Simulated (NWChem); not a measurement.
Species: C2H6O cation, doublet; SMILES of the neutral closed-shell parent CCO

```xyz
9

C      0.2196    -1.2216     0.0002
C     -0.4723     0.0896     0.0001
O      0.2137     1.2402     0.0004
H     -0.5191    -2.0349    -0.0011
H      0.8557    -1.3393     0.8958
H      0.8585    -1.3388    -0.8935
H     -1.2881     0.2301    -0.7942
H     -1.2908     0.2301     0.7909
H      1.1897     1.1238    -0.0027
```
Atoms are numbered in this order, from 1.

Program: NWChem. Spin-unrestricted. All runs use the structure optimised with PBE0/def2-SVP, spin-unrestricted. The spin multiplicity was typed, not searched, and may not be the lowest. No stability test was run on the SCF state.

Question: Order these runs by computing time, cheapest first, and give rough ratios: PBE0/STO-3G; PBE0/def2-SVP; PBE0/pcseg-2.

Answer: PBE0/STO-3G (1), PBE0/def2-SVP (3), PBE0/pcseg-2 (10). Ratios are rough, from one shared machine; the cheapest took roughly 2.6 core-seconds. What differs between the cheapest and the dearest: highest occupied level (eV) -15.18 → -15.91; lowest empty minus highest occupied level, either spin (eV) 4.33 → 3.79; <S²> 0.753 → 0.755.
